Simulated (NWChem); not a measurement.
# C2H5N (n-methylmethanimine): levels of theory compared

Wanted: a comparison of 3 runs (PBE/aug-cc-pVDZ, SVWN5/aug-cc-pVDZ, CCSD(T)/aug-cc-pVDZ) of C2H5N (n-methylmethanimine). 

The results are computed with NWChem 7.3.0.

## Step 1: Starting point

C2H5N has 8 atoms, charge 0, and is taken as a singlet. As SMILES, `C=NC`. The coordinates come from a PBE0-D4/def2-TZVP relaxation.

Bond lengths: C1–N2 1.257 Å, N2–C3 1.439 Å, C1–H4 1.100 Å, C1–H5 1.090 Å, C3–H6 1.100 Å, C3–H7 1.093 Å, C3–H8 1.093 Å. Angles: C1–N2–C3 117.9°, N2–C1–H4 123.2°, N2–C1–H5 119.4°, N2–C3–H6 113.7°, N2–C3–H7 109.0°, N2–C3–H8 109.1°, H4–C1–H5 117.3°, H6–C3–H7 109.1°, H6–C3–H8 109.1°, H7–C3–H8 106.7°.

## Step 2: Energy and gradient at PBE/aug-cc-pVDZ (run 1)

The input, run.py:

```python
from ase import Atoms
from ase.calculators.nwchem import NWChem

mol = Atoms(['C', 'N', 'C', 'H', 'H', 'H', 'H', 'H'], positions=[
    [-0.710300, 0.748600, -0.789300],
    [0.446000, 0.313400, -0.558400],
    [0.623700, -0.564000, 0.568100],
    [-1.585200, 0.492200, -0.173900],
    [-0.872600, 1.413800, -1.636900],
    [-0.302900, -0.759200, 1.127700],
    [1.036200, -1.514100, 0.218000],
    [1.365100, -0.130600, 1.244700],
])

calc = NWChem(
    label='struct',
    theory='dft',
    memory='2200 mb',
    basis='aug-cc-pVDZ',
    basispar='spherical bse',
    dft={'xc': 'xpbe96 cpbe96', 'mult': '1', 'grid': 'fine', 'convergence': 'energy 1e-08', 'iterations': '100', 'mulliken': None},
)
mol.calc = calc

forces = mol.get_forces()
print("Total energy (eV):", round(mol.get_potential_energy(), 6))
print("forces (eV/A):")
for s, f in zip(mol.symbols, forces):
    print(f"{s:2s} {f[0]:10.5f} {f[1]:10.5f} {f[2]:10.5f}")
print("dipole (e A):", mol.get_dipole_moment().round(4))
```

On the command line:

```sh
$ export ASE_NWCHEM_COMMAND="nwchem PREFIX.nwi > PREFIX.nwo"
$ python run.py
```

Log:

```text
Total energy (eV): -3640.268935
forces (eV/A):
C    -0.87747    0.37538   -0.23351
N     1.28319   -0.24667   -0.06793
C    -0.00278    0.00381   -0.00087
H    -0.42696   -0.11411    0.28586
H    -0.08377    0.29984   -0.37728
H    -0.41271   -0.09277    0.25495
H     0.19345   -0.39708   -0.14105
H     0.32704    0.17165    0.27984
dipole (e A): [-0.23   -0.0721  0.167 ]
```

The calculator wrote struct.nwi:

```
title "struct"

permanent_dir struct

scratch_dir struct

start struct

geometry units angstrom nocenter noautosym noautoz
  C  -7.1030000000000004e-01 7.4860000000000004e-01 -7.8930000000000000e-01
  N  4.4600000000000001e-01 3.1340000000000001e-01 -5.5840000000000001e-01
  C  6.2370000000000003e-01 -5.6399999999999995e-01 5.6810000000000005e-01
  H  -1.5851999999999999e+00 4.9220000000000003e-01 -1.7390000000000000e-01
  H  -8.7260000000000004e-01 1.4137999999999999e+00 -1.6369000000000000e+00
  H  -3.0290000000000000e-01 -7.5919999999999999e-01 1.1276999999999999e+00
  H  1.0362000000000000e+00 -1.5141000000000000e+00 2.1800000000000000e-01
  H  1.3651000000000000e+00 -1.3059999999999999e-01 1.2446999999999999e+00
end

memory 2200 mb

basis spherical bse noprint
   * library aug-cc-pVDZ
end

dft
  xc xpbe96 cpbe96
  mult 1
  grid fine
  convergence energy 1e-08
  iterations 100
  mulliken
end

task dft gradient
```

struct.nwo:

```text
Northwest Computational Chemistry Package (NWChem) 7.3.0
             --------------------------------------------------------

           Job information
           ---------------

    nwchem branch   = 7.3.0
    use scalapack   = T
    input           = struct.nwi
    prefix          = struct.
    data base       = struct/struct.db
    status          = startup
    nproc           =        1

           Memory information
           ------------------

[... 5 lines left out ...]
    hardfail = no
[... 106 lines left out ...]
  convergence criterion.
[... 39 lines left out ...]
          Spatial weights used:  Erf1
[... 32 lines left out ...]
 1-e energy   =    -319.882632
[... 43 lines left out ...]
           Coulomb energy =      135.913846098226
[... 871 lines left out ...]
          Convergence on density requested:  1.00D-05
[... 25 lines left out ...]
          total energy or number of iterations.
[... 36 lines left out ...]
                 ----------------------------------------
                 |  Time  |  1-e(secs)   |  2-e(secs)   |
                 ----------------------------------------
                 |  CPU   |       0.01   |       4.74   |
                 ----------------------------------------
                 |  WALL  |       0.01   |       4.74   |
                 ----------------------------------------

 Task  times  cpu:       28.5s     wall:       28.5s
 Total times  cpu:       28.5s     wall:       28.5s
```

Wall time 30 s (1 thread of Intel Xeon 6975P-C (Granite Rapids), shared host); peak memory 0.12 GiB.

## Step 3: Energy and gradient at SVWN5/aug-cc-pVDZ (run 2)

The input, test.nw:

```
start test
title "C2H5N"
memory total 2200 mb
charge 0
geometry noautosym nocenter noautoz
   C       -0.710300       0.748600      -0.789300
   N        0.446000       0.313400      -0.558400
   C        0.623700      -0.564000       0.568100
   H       -1.585200       0.492200      -0.173900
   H       -0.872600       1.413800      -1.636900
   H       -0.302900      -0.759200       1.127700
   H        1.036200      -1.514100       0.218000
   H        1.365100      -0.130600       1.244700
end
basis spherical bse
   C library aug-cc-pVDZ
   N library aug-cc-pVDZ
   H library aug-cc-pVDZ
end
dft
   xc slater vwn_5
   grid fine
   convergence energy 1e-08
   iterations 100
   mulliken
   print medium
end
task dft gradient
```

On the command line:

```sh
$ nwchem test.nw > test.out
```

Log:

```text
Northwest Computational Chemistry Package (NWChem) 7.3.0
             --------------------------------------------------------

           Job information
           ---------------

    nwchem branch   = 7.3.0
    use scalapack   = T
    input           = test.nw
    prefix          = test.
    data base       = ./test.db
    status          = startup
    nproc           =        1

           Memory information
           ------------------

[... 5 lines left out ...]
    hardfail = no
[... 116 lines left out ...]
  convergence criterion.
[... 38 lines left out ...]
          Spatial weights used:  Erf1
[... 32 lines left out ...]
 1-e energy   =    -319.882632
[... 44 lines left out ...]
           Coulomb energy =      135.844314212348
[... 872 lines left out ...]
          Convergence on density requested:  1.00D-05
[... 24 lines left out ...]
          total energy or number of iterations.
[... 36 lines left out ...]
                 ----------------------------------------
                 |  Time  |  1-e(secs)   |  2-e(secs)   |
                 ----------------------------------------
                 |  CPU   |       0.01   |       4.84   |
                 ----------------------------------------
                 |  WALL  |       0.01   |       4.84   |
                 ----------------------------------------

 Task  times  cpu:       22.9s     wall:       22.9s
 Total times  cpu:       22.9s     wall:       22.9s
```

Run time: 24 s. Hardware: 1 thread of Intel Xeon 6975P-C (Granite Rapids), shared host; peak memory 0.11 GiB.

## Step 4: A single-point energy at CCSD(T)/aug-cc-pVDZ (run 3)

The input, c2h5n.nw:

```
start c2h5n
memory stack 880 mb heap 220 mb global 1100 mb
charge 0

geometry units bohr noautosym nocenter noautoz
 C   -1.34227247   1.41464898  -1.49156083
 N    0.84281785   0.59224017  -1.05522307
 C    1.17862218  -1.06580553   1.07355341
 H   -2.99559385   0.93012320  -0.32862337
 H   -1.64897502   2.67169479  -3.09329269
 H   -0.57239804  -1.43468007   2.13104415
 H    1.95813421  -2.86123433   0.41196030
 H    2.57966513  -0.24679823   2.35214211
end

basis "ao basis" spherical bse
 * library aug-cc-pVDZ
end

scf
 nopen 0
 rhf
 thresh 1e-08
 maxiter 80
 print low
end

ccsd
 freeze core 3
 maxiter 60
end

task ccsd(t) energy
```

On the command line:

```sh
$ nwchem c2h5n.nw > c2h5n.out
```

Log:

```text
Northwest Computational Chemistry Package (NWChem) 7.3.0
             --------------------------------------------------------

           Job information
           ---------------

    nwchem branch   = 7.3.0
    use scalapack   = T
    input           = c2h5n.nw
    prefix          = c2h5n.
    data base       = ./c2h5n.db
    status          = startup
    nproc           =        1

           Memory information
           ------------------

[... 5 lines left out ...]
    hardfail = no
[... 32 lines left out ...]
            Nuclear Dipole moment (a.u.)
[... 93 lines left out ...]
 Nuclear repulsion energy =     72.513254339287
[... 44 lines left out ...]
  Failed reading restart vector from ./c2h5n.t2
[... 3 lines left out ...]
             energy      energy      error      ampl     ampl      Block
[... 22 lines left out ...]
 SCS-CCSD correlation energy:            -0.616237377009153
[... 30 lines left out ...]
 Total CCSD+T(CCSD) energy:           -133.595105815139192
[... 1 line left out ...]
 CCSD corr. energy:                     -0.496068012720491
 (T) corr. energy:                      -0.018052129559915
 Total CCSD(T) energy:                -133.594512166116374

 routine      calls  cpu(0)   cpu-min  cpu-ave  cpu-max   i/o
 aoccsd          1     0.02     0.02     0.02     0.02    0.00
 iterdrv         1     0.03     0.03     0.03     0.03    0.00
 pampt          12     0.16     0.16     0.16     0.16    0.00
[... 16 lines of this table left out ...]
 Total               179.89   179.89   179.89   179.89    0.00

 Task  times  cpu:      215.1s     wall:      215.1s
 Total times  cpu:      215.2s     wall:      215.2s
```

Run time: 3.6 min. Hardware: 1 thread of Intel Xeon 6975P-C (Granite Rapids), shared host; peak memory 0.35 GiB.

## Step 5: Overview of the runs

```tsv
run	level	task	integration grid	SCF iteration cap	energy (Eh)	dipole moment (D)	HOMO energy (eV)	LUMO energy (eV)	wall time
1	PBE/aug-cc-pVDZ	gradient	fine	100	-133.777417	1.41	-5.90	-1.51	30 s
2	SVWN5/aug-cc-pVDZ	gradient	fine	100	-132.747806	1.45	-5.96	-1.72	24 s
3	CCSD(T)/aug-cc-pVDZ	energy	–	80	-133.594512	–	–	–	3.6 min
```

## Step 6: What came out

```
                                          quantity          value
                               run 3: total energy  -133.59451 Eh
run 3: correlation energy (3 core orbitals frozen)     -514.1 mEh
                             run 3: (T) correction     -18.05 mEh
```

What this shows: Totals of different functionals can't be ranked against each other. All runs together took 4.5 min, the longest 3.6 min.
